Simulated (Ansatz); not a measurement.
# Worked example: correlation energy of HAlC, triplet

Geometry: a point of a stretch scan, not a stationary point.

```yaml
atoms:
  - { symbol: Al, position_ang: [0.0000, 0.0000, 0.0514] }
  - { symbol: C, position_ang: [0.0000, 0.0000, -1.8648] }
  - { symbol: H, position_ang: [0.0000, 0.0000, 1.8134] }
```

Basis 6-31G; Ansatz 0.2.0. Correlated methods freeze the noble-gas cores, which leaves 8 electrons in 18 orbitals. Prefix R: restricted or restricted open-shell reference.

Full CI is exact within this basis and frozen core; it isn't the basis-set limit.

Runs differ by some tens of microhartree through their thresholds and, for an open shell, their frozen cores, so steps under 0.03 kcal/mol mean nothing.

```tsv
level	total energy (hartree)
RHF	-280.111655
RMP2	-280.206352
RCCSD	-280.232689
RCCSD(T)	-280.238783
RCCSDT	-280.240848
RCCSDT(Q)	-280.241462
RCCSDTQ	-280.241449
full CI	-280.241483
```

Q: What is the correlation energy at full CI, and what share of it do RMP2 and RCCSDT recover?

A: E(corr) = -280.241483 − (-280.111655) = -0.129828 hartree = -3.533 eV. RMP2: -0.094697 / -0.129828 = 72.94 %. RCCSDT: -0.129193 / -0.129828 = 99.51 %.

Q: By how many kcal/mol does RCCSD(T) miss full CI (1 hartree = 627.509 kcal/mol), and which steps make up the rest?

A: -280.238783 − (-280.241483) = 0.002700 hartree = 1.69 kcal/mol. Steps: RCCSDT − RCCSD(T) = -1.30, RCCSDT(Q) − RCCSDT = -0.39, RCCSDTQ − RCCSDT(Q) = 0.01, full CI − RCCSDTQ = -0.02 kcal/mol. Differences between like states or geometries often cancel part of this.
